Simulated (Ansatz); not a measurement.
fcc Ca

The numbers are results of HSE06 (Ansatz, an electronic-structure program, PAW), not measurements.

Numerical settings: plane-wave cutoff 460 eV, 10×10×10 k mesh, Fermi–Dirac smearing 0.05 eV, scalar-relativistic PAW data made under PBE.

Cell: relaxed at this level.

For fcc Ca, the volume per atom is 43.69 Å³/atom and the bulk modulus B0 is 17.3 GPa. The lattice parameter a is 5.591 Å and the pressure derivative B′ of the bulk modulus is 3.6.

Measured, for comparison: equilibrium volume per atom 42.81 Å³/atom, lattice constant a 5.553 Å (low-temperature or extrapolated to 0 K; zero-point anharmonic expansion removed; as tabulated in Csonka et al. (2009), arXiv:0903.4037); bulk modulus 18.6 GPa (corrected for temperature and zero-point phonon effects, our sources range from 15.9 to 18.7; as tabulated in Levämäki et al. (2014), arXiv:1402.3671). Computed (rounded) less measured: equilibrium volume per atom +2.1 %, bulk modulus not scored (sources differ), lattice constant a +0.7 %.
